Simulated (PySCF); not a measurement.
Phosphorus tetramer, P4.
Bonds: P1–P2, P2–P3, P3–P4, P1–P3, P1–P4, P2–P4.

Linear response at PBE0/aug-cc-pVTZ (PySCF, frozen core in the response, non-relativistic). Isolated species at its PBE0-D3(BJ)/def2-TZVP geometry, gas phase.

Static isotropic polarisability: 90.49 au (13.41 Å³), principal values 90.5, 90.5, 90.5 au.

(1) What is the polarisability at 1064 nm and at the sodium D line?

(2) What is the isotropic C6 coefficient between two such molecules, C6 = (3/π)∫α(iω)² dω?

(3) Which effective excitation energy ω̄ makes London's formula C6 = (3/4)α²ω̄ exact here?

(4) How anisotropic is the static polarisability, by Δα² = ½[(α1 − α2)² + (α2 − α3)² + (α3 − α1)²]?

(5) What three-body coefficient follows from the one-pole estimate C9 = (3/4)·α·C6?

(6) What molar refraction at the D line follows from R = (4π/3)·N_A·α′, with α′ the polarisability volume?

(7) How many electrons N does the Slater–Kirkwood formula C6 = (3/4)·√N·α^(3/2) need to give this C6?

(8) The lowest 10 singlets have (eV, f): 5.32, 0.000; 5.32, 0.000; 5.32, 0.000; 5.51, 0.000; 5.51, 0.000; 5.51, 0.000; 5.63, 0.017; 5.63, 0.017; 5.63, 0.017; 5.86, 0.014. What share of the static polarisability do they carry in the sum over states α = Σ f/ω²?

Answers

(1) 91.71 au at 1064 nm (+1.3 %), 94.64 au at 589.3 nm (+4.6 %). The rise at 589.3 nm is 3.41 times that at 1064 nm; a pure ω² law gives 3.26. The lowest singlet lies at 233 nm, shorter than both wavelengths.

(2) 2494 au (Eh·bohr⁶) by a ten-point quadrature over imaginary frequencies, which is 1490 eV·Å⁶ or 144 J·nm⁶/mol.

(3) ω̄ = 4·C6/(3α²) = 0.406 Eh = 11.0 eV. A one-pole form α(ω) = α/(1 − ω²/ω̄²) fitted to the 1064 nm value gives 10.1 eV.

(4) Δα = 0.0 au, or 0.00 of the isotropic value.

(5) 169000 au. This is an estimate from the two numbers above, not a computed integral.

(6) α′ = 14.02 Å³ gives R = 35.38 cm³/mol, for isolated, non-vibrating species.

(7) N = (4·C6/3)²/α³ = 14.9; the species has 60 electrons in all.

(8) 1.52 au, 1.7 % of α; the largest term, 0.41 au, is that of the state at 5.63 eV. Their oscillator strengths add up to 0.07. Higher states carry the rest.
